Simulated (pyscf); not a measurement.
HO–SiH₃ (SMILES O[SiH3]) + F–CH₂–F (SMILES FCF) → F–CH(F)–SiH₃ (SMILES FC(F)[SiH3]) + H₂O (SMILES O) (four-centre exchange; singlet surface; O–Si, C–H broken, C–Si, H–O formed). Single points on ωB97X-D3(BJ)/def2-SVP structures (PySCF, gas phase). Energies in kcal/mol from the separated reactants.

```csv
level,barrier,reaction energy
ωB97X-D3(BJ)/def2-TZVP,70.4,+27.9
PBE/def2-TZVP,63.1,+26.3
B3LYP-D3(BJ)/def2-TZVP,70.4,+28.8
M06-2X/def2-TZVP,70.7,+30.5
ωB97M-D3(BJ)/def2-TZVP,69.7,+28.6
HF/def2-TZVP,95.1,+34.5
```

The functionals in the table span 7.6 kcal/mol in this barrier, from PBE to M06-2X. On the product side the descent ends in a complex, 4.3 kcal/mol under the separated species and 46.8 kcal/mol under the saddle at ωB97X-D3(BJ)/def2-TZVP. This is the saddle that the search found; another between the same sides may lie lower.
